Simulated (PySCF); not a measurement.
**A gas-phase reaction: ClFH2Si + FH → F2H2Si + ClH**

Wanted: the reaction energy for `F[SiH2]Cl` + `F` → `F[SiH2]F` + `Cl`.

Computed with PySCF 2.14.0; each step states its level. No surroundings beyond the atoms listed, unless a continuum is named. Atoms count from 0, parts from 1.

## 1. The system as given

Each species was relaxed by itself at PBE0-D3(BJ)/def2-SVPD.

## 2. Reaction energy: wB97M-D3(BJ)/def2-TZVPD

What the job is given:

```
{"job": {"kind": "react", "xc": "wB97M-D3(BJ)", "basis": "def2-TZVPD"}, "charge": 0, "multiplicity": 1}
-1 ClFH2Si charge 0 multiplicity 1
F     -1.294710     1.002800    -0.134690
Si     0.019550     0.047170    -0.025890
Cl    -0.580530    -1.905570    -0.289780
H      0.943260     0.415600    -1.122190
H      0.577450     0.196840     1.336760

-1 FH charge 0 multiplicity 1
F      0.457810     0.002340     0.045720
H     -0.457810    -0.002340    -0.045720

+1 F2H2Si charge 0 multiplicity 1
F     -0.098110    -0.675800     1.434650
Si     0.029440     0.022190    -0.025770
F     -1.231840    -0.480960    -0.916000
H     -0.084130     1.486080     0.149890
H      1.272110    -0.462910    -0.664730

+1 ClH charge 0 multiplicity 1
Cl     0.644640    -0.000440    -0.008850
H     -0.643450     0.002250     0.009130
```

With the program's defaults for keys left out, this is: wB97M-D3(BJ)/def2-TZVPD reaction energy of separated species, gas phase.

Run with:

```console
$ OMP_NUM_THREADS=1 python cluster_run.py task.json out
```

One launch serves the whole session: the jobs run in the order shown.

Standard output:

```text
species 1 (ClFH2Si)
coarse grid: 22976 points
cycle   1  E = -850.9530413716  dE =  5.466e-02  |g| = 5.887e-01  |ddm| = 1.630e+00
cycle   2  E = -850.9521660563  dE =  8.753e-04  |g| = 6.981e-01  |ddm| = 6.885e-01
cycle   3  E = -851.0225277541  dE = -7.036e-02  |g| = 5.014e-02  |ddm| = 3.195e-01
cycle   4  E = -851.0230659105  dE = -5.382e-04  |g| = 1.999e-02  |ddm| = 5.719e-02
cycle   5  E = -851.0231479204  dE = -8.201e-05  |g| = 3.019e-03  |ddm| = 1.819e-02
cycle   6  E = -851.0231513875  dE = -3.467e-06  |g| = 7.010e-04  |ddm| = 6.075e-03
final grid: 46024 points
cycle   7  E = -851.0231363449  dE = -2.630e-07  |g| = 5.523e-04  |ddm| = 1.547e-03
cycle   8  E = -851.0231363598  dE = -1.490e-08  |g| = 5.960e-04  |ddm| = 6.042e-04
cycle   9  E = -851.0231364078  dE = -4.796e-08  |g| = 5.294e-05  |ddm| = 2.474e-04
cycle  10  E = -851.0231364094  dE = -1.647e-09  |g| = 2.745e-05  |ddm| = 9.530e-05
cycle  11  E = -851.0231364098  dE = -3.557e-10  |g| = 4.357e-06  |ddm| = 4.427e-05
converged SCF energy = -851.0231364098

species 2 (FH)
coarse grid: 7776 points
cycle   1  E = -100.4688229354  dE = -9.408e-02  |g| = 4.644e-01  |ddm| = 6.197e-01
cycle   2  E = -100.4725039917  dE = -3.681e-03  |g| = 5.038e-01  |ddm| = 3.808e-01
cycle   3  E = -100.5053180793  dE = -3.281e-02  |g| = 2.574e-02  |ddm| = 1.678e-01
cycle   4  E = -100.5053940568  dE = -7.598e-05  |g| = 5.006e-03  |ddm| = 1.077e-02
cycle   5  E = -100.5053986978  dE = -4.641e-06  |g| = 4.334e-04  |ddm| = 3.766e-03
final grid: 16976 points
cycle   6  E = -100.5053933394  dE = -6.425e-08  |g| = 1.040e-04  |ddm| = 8.214e-04
cycle   7  E = -100.5053933429  dE = -3.459e-09  |g| = 7.738e-05  |ddm| = 2.167e-04
cycle   8  E = -100.5053933437  dE = -7.864e-10  |g| = 2.118e-05  |ddm| = 3.713e-05
converged SCF energy = -100.5053933437

species 3 (F2H2Si)
coarse grid: 21960 points
cycle   1  E = -490.5865494198  dE = -3.364e-04  |g| = 7.294e-01  |ddm| = 1.614e+00
cycle   2  E = -490.5723836853  dE =  1.417e-02  |g| = 8.881e-01  |ddm| = 7.583e-01
cycle   3  E = -490.6788886056  dE = -1.065e-01  |g| = 3.411e-02  |ddm| = 3.688e-01
cycle   4  E = -490.6791417343  dE = -2.531e-04  |g| = 1.015e-02  |ddm| = 4.815e-02
cycle   5  E = -490.6791667370  dE = -2.500e-05  |g| = 1.886e-03  |ddm| = 1.435e-02
cycle   6  E = -490.6791675269  dE = -7.899e-07  |g| = 3.957e-04  |ddm| = 2.647e-03
final grid: 45880 points
cycle   7  E = -490.6791824251  dE = -1.754e-07  |g| = 3.951e-04  |ddm| = 1.189e-03
cycle   8  E = -490.6791824259  dE = -7.578e-10  |g| = 4.343e-04  |ddm| = 3.706e-04
cycle   9  E = -490.6791824499  dE = -2.402e-08  |g| = 2.157e-05  |ddm| = 1.642e-04
cycle  10  E = -490.6791824502  dE = -2.926e-10  |g| = 7.837e-06  |ddm| = 3.793e-05
converged SCF energy = -490.6791824502

species 4 (ClH)
coarse grid: 8792 points
cycle   1  E = -460.8503332135  dE = -8.165e-02  |g| = 2.169e-01  |ddm| = 7.239e-01
cycle   2  E = -460.8625127515  dE = -1.218e-02  |g| = 1.397e-01  |ddm| = 2.651e-01
cycle   3  E = -460.8670521640  dE = -4.539e-03  |g| = 1.358e-02  |ddm| = 9.818e-02
cycle   4  E = -460.8670932472  dE = -4.108e-05  |g| = 3.364e-03  |ddm| = 9.545e-03
cycle   5  E = -460.8670994957  dE = -6.248e-06  |g| = 8.516e-04  |ddm| = 3.915e-03
final grid: 17120 points
cycle   6  E = -460.8670682066  dE = -3.715e-07  |g| = 3.676e-04  |ddm| = 8.890e-04
cycle   7  E = -460.8670682529  dE = -4.627e-08  |g| = 1.618e-04  |ddm| = 3.981e-04
cycle   8  E = -460.8670682594  dE = -6.570e-09  |g| = 4.220e-05  |ddm| = 1.295e-04
cycle   9  E = -460.8670682607  dE = -1.316e-09  |g| = 3.972e-06  |ddm| = 6.531e-05
cycle  10  E = -460.8670682607  dE = -3.013e-12  |g| = 8.165e-07  |ddm| = 3.312e-06
converged SCF energy = -460.8670682607

Reaction energy = -10.668 kcal/mol
```

Run time: 11 s. Hardware: 1 thread of Arm Neoverse V1, shared host; peak memory 0.52 GiB.

Species by species (with the dispersion term, which the log's SCF energies lack):

```
 ν    species  energy (Eh)  HOMO (eV)
-1  F[SiH2]Cl   -851.02711     -11.68
-1          F   -100.50563     -14.54
+1   F[SiH2]F   -490.68214     -12.43
+1         Cl   -460.86761     -11.93
```

## 3. Energies of the species: PBE0-D3(BJ)/def2-TZVPD

Same as in step 2 but for these lines:

```diff
@@ -1,2 +1,2 @@
-{"job": {"kind": "react", "xc": "wB97M-D3(BJ)", "basis": "def2-TZVPD"}, "charge": 0, "multiplicity": 1}
+{"job": {"kind": "react", "xc": "PBE0", "basis": "def2-TZVPD", "disp": "d3bj"}, "charge": 0, "multiplicity": 1}
 -1 ClFH2Si charge 0 multiplicity 1
```

Level: PBE0-D3(BJ)/def2-TZVPD reaction energy of separated species, gas phase.

Standard output:

```text
species 1 (ClFH2Si)
coarse grid: 5576 points
cycle   1  E = -850.4883049302  dE =  8.727e-02  |g| = 5.654e-01  |ddm| = 1.670e+00
cycle   2  E = -850.4037470806  dE =  8.456e-02  |g| = 9.448e-01  |ddm| = 7.744e-01
cycle   3  E = -850.5428273906  dE = -1.391e-01  |g| = 5.777e-02  |ddm| = 4.639e-01
cycle   4  E = -850.5433806844  dE = -5.533e-04  |g| = 2.827e-02  |ddm| = 6.739e-02
cycle   5  E = -850.5435410723  dE = -1.604e-04  |g| = 3.854e-03  |ddm| = 2.165e-02
cycle   6  E = -850.5435438652  dE = -2.793e-06  |g| = 1.223e-03  |ddm| = 3.307e-03
final grid: 46024 points
cycle   7  E = -850.5469078792  dE = -2.014e-05  |g| = 3.330e-03  |ddm| = 1.547e-02
cycle   8  E = -850.5469071040  dE =  7.753e-07  |g| = 3.576e-03  |ddm| = 4.531e-03
cycle   9  E = -850.5469096145  dE = -2.511e-06  |g| = 4.670e-04  |ddm| = 2.625e-03
cycle  10  E = -850.5469096452  dE = -3.069e-08  |g| = 1.631e-04  |ddm| = 2.560e-04
cycle  11  E = -850.5469096499  dE = -4.724e-09  |g| = 2.819e-05  |ddm| = 1.166e-04
cycle  12  E = -850.5469096501  dE = -2.040e-10  |g| = 5.366e-06  |ddm| = 2.003e-05
converged SCF energy = -850.5469096501

species 2 (FH)
coarse grid: 1712 points
cycle   1  E = -100.3540361166  dE = -3.605e-02  |g| = 4.957e-01  |ddm| = 6.253e-01
cycle   2  E = -100.3145205761  dE =  3.952e-02  |g| = 7.429e-01  |ddm| = 5.125e-01
cycle   3  E = -100.3937558727  dE = -7.924e-02  |g| = 2.284e-02  |ddm| = 2.892e-01
cycle   4  E = -100.3938314429  dE = -7.557e-05  |g| = 4.204e-03  |ddm| = 9.787e-03
cycle   5  E = -100.3938334263  dE = -1.983e-06  |g| = 3.553e-04  |ddm| = 1.247e-03
final grid: 16976 points
cycle   6  E = -100.3948394772  dE = -1.850e-05  |g| = 3.962e-03  |ddm| = 7.433e-03
cycle   7  E = -100.3948375905  dE =  1.887e-06  |g| = 5.445e-03  |ddm| = 3.324e-03
cycle   8  E = -100.3948416005  dE = -4.010e-06  |g| = 1.003e-04  |ddm| = 1.994e-03
cycle   9  E = -100.3948416018  dE = -1.305e-09  |g| = 1.788e-05  |ddm| = 3.961e-05
cycle  10  E = -100.3948416018  dE = -4.823e-11  |g| = 3.042e-06  |ddm| = 1.029e-05
converged SCF energy = -100.3948416018

species 3 (F2H2Si)
coarse grid: 5040 points
cycle   1  E = -490.2018539523  dE =  6.391e-02  |g| = 7.294e-01  |ddm| = 1.669e+00
cycle   2  E = -490.0648449695  dE =  1.370e-01  |g| = 1.220e+00  |ddm| = 8.916e-01
cycle   3  E = -490.2852955533  dE = -2.205e-01  |g| = 2.832e-02  |ddm| = 5.523e-01
cycle   4  E = -490.2854024684  dE = -1.069e-04  |g| = 1.110e-02  |ddm| = 3.333e-02
cycle   5  E = -490.2854198913  dE = -1.742e-05  |g| = 5.540e-04  |ddm| = 8.311e-03
cycle   6  E = -490.2854199787  dE = -8.740e-08  |g| = 2.338e-04  |ddm| = 1.023e-03
final grid: 45880 points
cycle   7  E = -490.2907462961  dE = -2.479e-05  |g| = 2.992e-03  |ddm| = 1.259e-02
cycle   8  E = -490.2907450062  dE =  1.290e-06  |g| = 4.212e-03  |ddm| = 3.010e-03
cycle   9  E = -490.2907474549  dE = -2.449e-06  |g| = 2.405e-04  |ddm| = 1.831e-03
cycle  10  E = -490.2907474626  dE = -7.681e-09  |g| = 5.146e-05  |ddm| = 1.549e-04
cycle  11  E = -490.2907474629  dE = -3.442e-10  |g| = 6.237e-06  |ddm| = 4.304e-05
converged SCF energy = -490.2907474629

species 4 (ClH)
coarse grid: 2248 points
cycle   1  E = -460.6537838416  dE = -4.644e-02  |g| = 1.882e-01  |ddm| = 7.411e-01
cycle   2  E = -460.6558525899  dE = -2.069e-03  |g| = 1.902e-01  |ddm| = 3.151e-01
cycle   3  E = -460.6653813841  dE = -9.529e-03  |g| = 1.506e-02  |ddm| = 1.513e-01
cycle   4  E = -460.6654034412  dE = -2.206e-05  |g| = 2.693e-03  |ddm| = 7.323e-03
cycle   5  E = -460.6654049891  dE = -1.548e-06  |g| = 1.111e-03  |ddm| = 2.553e-03
final grid: 17120 points
cycle   6  E = -460.6658903200  dE = -4.429e-06  |g| = 2.164e-03  |ddm| = 7.336e-03
cycle   7  E = -460.6658903495  dE = -2.948e-08  |g| = 1.795e-03  |ddm| = 2.512e-03
cycle   8  E = -460.6658909673  dE = -6.178e-07  |g| = 1.533e-04  |ddm| = 1.363e-03
cycle   9  E = -460.6658909742  dE = -6.901e-09  |g| = 2.147e-05  |ddm| = 1.086e-04
cycle  10  E = -460.6658909743  dE = -1.032e-10  |g| = 4.934e-06  |ddm| = 1.681e-05
converged SCF energy = -460.6658909743

Reaction energy = -8.794 kcal/mol
```

Run time: 5 s. Hardware: 1 thread of Arm Neoverse V1, shared host; peak memory 0.51 GiB.

Reaction energy at this level: -8.79 kcal/mol.

## 4. Reaction energy: MP2/def2-TZVPD

Same as in step 3 but for these lines:

```diff
@@ -1,2 +1,2 @@
-{"job": {"kind": "react", "xc": "PBE0", "basis": "def2-TZVPD", "disp": "d3bj"}, "charge": 0, "multiplicity": 1}
+{"job": {"kind": "react", "xc": "MP2", "basis": "def2-TZVPD"}, "charge": 0, "multiplicity": 1}
 -1 ClFH2Si charge 0 multiplicity 1
```

With the program's defaults for keys left out, this is: MP2/def2-TZVPD reaction energy of separated species, gas phase.

Standard output:

```text
species 1 (ClFH2Si)
final grid: 46024 points
cycle   1  E = -849.1550070616  dE = -1.821e-02  |g| = 5.361e-01  |ddm| = 1.599e+00
cycle   2  E = -849.2056516117  dE = -5.064e-02  |g| = 3.367e-01  |ddm| = 4.836e-01
cycle   3  E = -849.2228365005  dE = -1.718e-02  |g| = 3.994e-02  |ddm| = 1.784e-01
cycle   4  E = -849.2233960424  dE = -5.595e-04  |g| = 1.342e-02  |ddm| = 5.599e-02
cycle   5  E = -849.2234544913  dE = -5.845e-05  |g| = 3.160e-03  |ddm| = 1.580e-02
cycle   6  E = -849.2234590147  dE = -4.523e-06  |g| = 8.807e-04  |ddm| = 4.650e-03
cycle   7  E = -849.2234596759  dE = -6.612e-07  |g| = 2.566e-04  |ddm| = 1.485e-03
cycle   8  E = -849.2234597315  dE = -5.569e-08  |g| = 4.833e-05  |ddm| = 4.633e-04
cycle   9  E = -849.2234597332  dE = -1.617e-09  |g| = 1.066e-05  |ddm| = 1.028e-04
cycle  10  E = -849.2234597332  dE = -6.060e-11  |g| = 2.554e-06  |ddm| = 1.629e-05
converged SCF energy = -849.2234597332

species 2 (FH)
final grid: 16976 points
cycle   1  E = -100.0371202144  dE = -1.649e-01  |g| = 4.007e-01  |ddm| = 6.032e-01
cycle   2  E = -100.0578878506  dE = -2.077e-02  |g| = 2.336e-01  |ddm| = 2.533e-01
cycle   3  E = -100.0646341924  dE = -6.746e-03  |g| = 2.356e-02  |ddm| = 8.091e-02
cycle   4  E = -100.0647516199  dE = -1.174e-04  |g| = 6.199e-03  |ddm| = 1.253e-02
cycle   5  E = -100.0647673315  dE = -1.571e-05  |g| = 1.459e-03  |ddm| = 5.121e-03
cycle   6  E = -100.0647686044  dE = -1.273e-06  |g| = 2.290e-04  |ddm| = 1.848e-03
cycle   7  E = -100.0647686388  dE = -3.438e-08  |g| = 1.958e-05  |ddm| = 4.211e-04
cycle   8  E = -100.0647686390  dE = -1.854e-10  |g| = 2.360e-06  |ddm| = 2.495e-05
converged SCF energy = -100.0647686390

species 3 (F2H2Si)
final grid: 45880 points
cycle   1  E = -489.1281944539  dE = -1.337e-01  |g| = 6.442e-01  |ddm| = 1.581e+00
cycle   2  E = -489.1864160026  dE = -5.822e-02  |g| = 4.169e-01  |ddm| = 4.992e-01
cycle   3  E = -489.2098570547  dE = -2.344e-02  |g| = 3.844e-02  |ddm| = 1.901e-01
cycle   4  E = -489.2103670816  dE = -5.100e-04  |g| = 8.825e-03  |ddm| = 5.673e-02
cycle   5  E = -489.2103930144  dE = -2.593e-05  |g| = 1.674e-03  |ddm| = 1.459e-02
cycle   6  E = -489.2103938925  dE = -8.781e-07  |g| = 3.652e-04  |ddm| = 2.927e-03
cycle   7  E = -489.2103939698  dE = -7.724e-08  |g| = 1.082e-04  |ddm| = 6.454e-04
cycle   8  E = -489.2103939768  dE = -6.979e-09  |g| = 1.993e-05  |ddm| = 1.614e-04
cycle   9  E = -489.2103939770  dE = -2.119e-10  |g| = 2.428e-06  |ddm| = 3.616e-05
converged SCF energy = -489.2103939770

species 4 (ClH)
final grid: 17120 points
cycle   1  E = -460.0817350521  dE = -1.009e-01  |g| = 2.132e-01  |ddm| = 7.101e-01
cycle   2  E = -460.0969051192  dE = -1.517e-02  |g| = 8.401e-02  |ddm| = 2.053e-01
cycle   3  E = -460.0986384936  dE = -1.733e-03  |g| = 1.826e-02  |ddm| = 5.472e-02
cycle   4  E = -460.0988470600  dE = -2.086e-04  |g| = 6.315e-03  |ddm| = 1.638e-02
cycle   5  E = -460.0988770598  dE = -3.000e-05  |g| = 1.289e-03  |ddm| = 7.398e-03
cycle   6  E = -460.0988782758  dE = -1.216e-06  |g| = 2.808e-04  |ddm| = 1.659e-03
cycle   7  E = -460.0988783291  dE = -5.327e-08  |g| = 4.150e-05  |ddm| = 4.895e-04
cycle   8  E = -460.0988783298  dE = -7.328e-10  |g| = 7.806e-06  |ddm| = 6.177e-05
converged SCF energy = -460.0988783298

Reaction energy = -10.225 kcal/mol
```

Run time: 2.3 s. Hardware: 1 thread of Arm Neoverse V1, shared host; peak memory 0.34 GiB.

Reaction energy at this level: -10.22 kcal/mol.

## 5. Side by side

Energies in kcal/mol, with wall time:

```
                    run  reaction   time
wB97M-D3(BJ)/def2-TZVPD    -10.67   11 s
 PBE0-D3(BJ)/def2-TZVPD     -8.79    5 s
         MP2/def2-TZVPD    -10.22  2.3 s
```

## 6. Results

```
                                                quantity                     value
               reaction energy (wB97M-D3(BJ)/def2-TZVPD)           -10.67 kcal/mol
                     ΔH, ΔG at 298 K (xTB thermal terms)     -11.8, -11.5 kcal/mol
range of the reaction energy over the runs of this table  -10.67 to -8.79 kcal/mol
```

The reaction is exothermic by 11.8 kcal/mol in the gas phase; dispersion gives +0.45, and xTB itself gave -21.36 for the electronic energy (xTB energies and thermal terms come from the earlier relaxation of each species, not shown). No barrier was sought. xTB and this level differ widely in the electronic energy, so what comes from xTB (the thermal terms above all) is less safe here. The reaction energy runs from -10.67 (wB97M-D3(BJ)/def2-TZVPD) to -8.79 kcal/mol (PBE0-D3(BJ)/def2-TZVPD).
